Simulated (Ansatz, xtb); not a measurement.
# C3H5N3: which of two isomers lies lower

Structure a: `Cn1cncn1`, a singlet. Structure b: `Nc1cn[nH]c1`, a singlet. Both are isolated molecules in the gas phase, relaxed with PBE-D3(BJ)/def2-SVP; the shapes shown needn't be the lowest conformers.

a (Å):

```xyz
11

C    -0.5694    0.7493    1.3823
C    -0.6471   -1.5778    0.3620
C     0.7321   -1.2230   -1.1807
N    -0.2094   -0.2883    0.4390
N    -0.0663   -2.1990   -0.6584
N     0.6799   -0.0459   -0.5496
H     0.3296    1.1014    1.9251
H    -1.2972    0.3398    2.1070
H    -1.0245    1.6088    0.8520
H    -1.3766   -2.0024    1.0644
H     1.3779   -1.3746   -2.0557
```

b (Å):

```xyz
11

C    -0.4623   -0.0408    0.2737
C    -1.0366   -1.1800    0.9146
C     0.8007   -0.4851   -0.1362
N    -1.0659    1.1992    0.0409
N    -0.2052   -2.2353    0.9038
N     0.8844   -1.7957    0.2691
H    -0.4014    1.9708   -0.0520
H    -1.7735    1.4377    0.7398
H    -2.0275   -1.2653    1.3793
H     1.6733   -2.4270    0.1342
H     1.6126    0.0162   -0.6736
```

Problem. Estimate E(b) − E(a) at the level CCSD(T)/def2-SVP + ΔMP2/def2-TZVPP.

Solution. Calculated at CCSD(T)/def2-SVP + ΔMP2/def2-TZVPP: E(b) − E(a) = +34.8 kJ/mol, so structure a lies lower.

The same difference at several levels:

```tsv
level	geometry	E(b) − E(a) (kJ/mol)	departure from the last row (kJ/mol)	job, with rough time for the two
GFN2-xTB	GFN2-xTB	+69.6	+34.8	optimisation, 0.15 s
HF/STO-3G	GFN2-xTB	+83.0	+48.2	single point, 0.62 s
r2SCAN-D4/def2-SVP	GFN2-xTB	+25.3	−9.5	single point, 7.5 s
PBE-D3(BJ)/def2-SVP	PBE-D3(BJ)/def2-SVP	+23.5	−11.3	optimisation, 29 s
HF/def2-SVP	PBE-D3(BJ)/def2-SVP	+47.0	+12.2	part of the CCSD(T) run
MP2/def2-SVP	PBE-D3(BJ)/def2-SVP	+37.2	+2.4	part of the CCSD(T) run
CCSD(T)/def2-SVP	PBE-D3(BJ)/def2-SVP	+45.0	+10.2	single point
CCSD(T)/def2-SVP + ΔMP2/def2-TZVPP	PBE-D3(BJ)/def2-SVP	+34.8		single point, 73 s
```

As drawn, b has 2 C∷C, 3 N–H in place of 2 C∷N, 3 C–H (∷ is an aromatic bond).

The levels shown agree on the order. The largest departure from CCSD(T)/def2-SVP + ΔMP2/def2-TZVPP is that of HF/STO-3G, 48.2 kJ/mol. The last row adds to CCSD(T) the change of the MP2 difference between the two basis sets, here −10.2 kJ/mol.

With harmonic frequencies from PBE-D3(BJ)/def2-SVP (ideal gas, rigid rotor, one conformer each, 298.15 K, 1 atm): the zero-point term adds +1.2 kJ/mol; ΔH is +36.3 and ΔG +37.1 kJ/mol.

The correlated steps freeze 6 core orbitals. Mirror images aren't counted in ΔG. Run with Ansatz 0.2.0, xtb 6.7.1; the last row on 2 threads of Arm Neoverse N1 on a shared host.
